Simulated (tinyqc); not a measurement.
CCD on RHF in the sto-3g basis, frozen core, for H2O, spin multiplicity 1, step by step. One step of it, computed by the program tinyqc.

Question. CCD: starting amplitudes. t_ij^ab = <ij||ab> / (e_i + e_j - e_a - e_b), whose energy is MP2.

orbital energies (hartree): MO1 -20.269692, MO2 -1.228944, MO3 -0.543681, MO4 -0.463823, MO5 -0.394179, MO6 0.514598, MO7 0.594025

Two-electron integrals over orbitals (pq|rs), unique and non-zero (hartree); the lowest 1 orbital is frozen and left out:
```
(22|22) 0.725471    (32|22) -0.002836   (32|32) 0.133596    (33|22) 0.629367
(33|32) 0.000053    (33|33) 0.609733    (42|22) -0.017462   (42|32) -0.001335
(42|33) 0.002512    (42|42) 0.127992    (43|22) -0.005375   (43|32) 0.022736
(43|33) -0.005082   (43|42) 0.008254    (43|43) 0.055047    (44|22) 0.656218
(44|32) 0.008491    (44|33) 0.575500    (44|42) -0.092729   (44|43) -0.004787
(44|44) 0.705017    (52|52) 0.148233    (53|52) 0.004067    (53|53) 0.027831
(54|52) -0.047291   (54|53) -0.002178   (54|54) 0.050573    (55|22) 0.751552
(55|32) 0.005228    (55|33) 0.615342    (55|42) -0.082076   (55|43) -0.008512
(55|44) 0.690763    (55|55) 0.880159    (62|22) -0.132220   (62|32) -0.010561
(62|33) -0.072875   (62|42) -0.028517   (62|43) 0.006373    (62|44) -0.059367
(62|55) -0.140413   (62|62) 0.096615    (63|22) -0.029805   (63|32) 0.027210
(63|33) -0.020601   (63|42) 0.015193    (63|43) 0.032647    (63|44) -0.019339
(63|55) -0.036842   (63|62) 0.018300    (63|63) 0.068041    (64|22) -0.119079
(64|32) 0.013612    (64|33) -0.051531   (64|42) 0.057176    (64|43) 0.010825
(64|44) -0.129769   (64|55) -0.145971   (64|62) 0.054248    (64|63) 0.030860
(64|64) 0.100950    (65|52) -0.049990   (65|53) -0.005407   (65|54) -0.004534
(65|65) 0.034964    (66|22) 0.608678    (66|32) 0.031414    (66|33) 0.561051
(66|42) 0.045016    (66|43) 0.023129    (66|44) 0.557528    (66|55) 0.591729
(66|62) -0.094994   (66|63) 0.013406    (66|64) -0.046530   (66|66) 0.610749
(72|22) -0.031749   (72|32) 0.047631    (72|33) -0.011857   (72|42) -0.000991
(72|43) -0.033964   (72|44) -0.019177   (72|55) -0.033652   (72|62) 0.007864
(72|63) -0.028251   (72|64) 0.014733    (72|66) -0.024524   (72|72) 0.067009
(73|22) 0.148889    (73|32) 0.015963    (73|33) 0.088044    (73|42) -0.082413
(73|43) 0.001272    (73|44) 0.135920    (73|55) 0.193760    (73|62) -0.064544
(73|63) -0.014223   (73|64) -0.096149   (73|66) 0.051299    (73|72) -0.021811
(73|73) 0.159515    (74|22) -0.012708   (74|32) -0.075149   (74|33) -0.006172
(74|42) 0.002858    (74|43) -0.009961   (74|44) -0.019725   (74|55) -0.017762
(74|62) 0.011877    (74|63) -0.044569   (74|64) -0.003837   (74|66) -0.031885
(74|72) -0.012664   (74|73) -0.025030   (74|74) 0.071875    (75|52) -0.011869
(75|53) 0.022990    (75|54) 0.000781    (75|65) 0.002552    (75|75) 0.024402
(76|22) 0.004635    (76|32) -0.077747   (76|33) -0.001331   (76|42) 0.008897
(76|43) -0.052971   (76|44) -0.010128   (76|55) -0.000764   (76|62) -0.008754
(76|63) -0.049468   (76|64) -0.016843   (76|66) -0.031765   (76|72) 0.007242
(76|73) -0.020466   (76|74) 0.053337    (76|76) 0.093651    (77|22) 0.608283
(77|32) -0.035609   (77|33) 0.590333    (77|42) -0.011319   (77|43) -0.024306
(77|44) 0.573832    (77|55) 0.603549    (77|62) -0.060670   (77|63) -0.038735
(77|64) -0.051928   (77|66) 0.543646    (77|72) -0.011234   (77|73) 0.073625
(77|74) 0.020490    (77|76) 0.034560    (77|77) 0.611228
```

Give: Starting amplitudes; correlation energy.

Answer.

Starting amplitudes (spin orbitals 1a, 1b, ...; amplitudes related by a flip of all spins are not repeated; the 24 largest):
```
from      to        t
3a 3b  7a 7b  -0.0701
4a 4b  6a 6b  -0.0516
3a 4b  6b 7a  -0.0454
4a 4b  7a 7b  -0.0340
3a 3b  6a 6b  -0.0321
2a 2b  6a 6b  -0.0277
3a 4a  6a 7a  -0.0244
2a 3b  6a 7b   0.0224
3a 4b  6a 7b   0.0211
2a 4b  6a 6b  -0.0199
5a 5b  6a 6b  -0.0192
2a 2b  7a 7b  -0.0184
3a 4b  6a 6b  -0.0152
2a 3a  6a 7a   0.0126
5a 5b  7a 7b  -0.0123
3a 4b  7a 7b   0.0114
2a 3b  6b 7a  -0.0098
2a 3b  7a 7b   0.0074
2a 3b  6a 6b  -0.0065
3a 3b  6a 7b   0.0065
2a 4b  6b 7a   0.0053
2a 4b  7a 7b   0.0044
2a 4b  6a 7b  -0.0042
2a 2b  6a 7b  -0.0022
```

correlation energy = -0.048233 hartree
